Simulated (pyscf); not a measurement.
`[O]=[V]([OH])([OH])[OH]` + `[ClH]` → `[O]=[V]([OH])([OH])[Cl]` + `[OH2]` (four-centre exchange; singlet surface; O–V, Cl–H broken, Cl–V, H–O formed). Structures and frequencies: ωB97X-D3(BJ)/def2-SVP in PySCF. Energies in eV from the separated reactants.

| level | barrier | reaction energy |
|---|---|---|
| ωB97X-D3(BJ)/def2-TZVP | 0.30 | -0.32 |
| PBE/def2-TZVP | 0.26 | -0.25 |
| r²SCAN/def2-TZVP | 0.23 | -0.25 |
| M06-2X/def2-TZVP | 0.30 | -0.25 |
| ωB97M-D3(BJ)/def2-TZVP | 0.40 | -0.22 |
| HF/def2-TZVP | 0.99 | -0.19 |

The functionals in the table span 0.17 eV in this barrier, from r²SCAN to ωB97M-D3(BJ)/def2-TZVP. On the reactant side the descent ends in a complex, 0.20 eV under the separated species and 0.51 eV under the saddle at ωB97X-D3(BJ)/def2-TZVP. On the product side the descent ends in an adduct with a O–V contact (not fully relaxed), 0.12 eV under the separated species and 0.74 eV under the saddle at ωB97X-D3(BJ)/def2-TZVP. What is counted as broken (O–V) persists as a longer contact in the product adduct; parting that adduct is a step of its own. One saddle was located; it need not be the lowest between these sides.
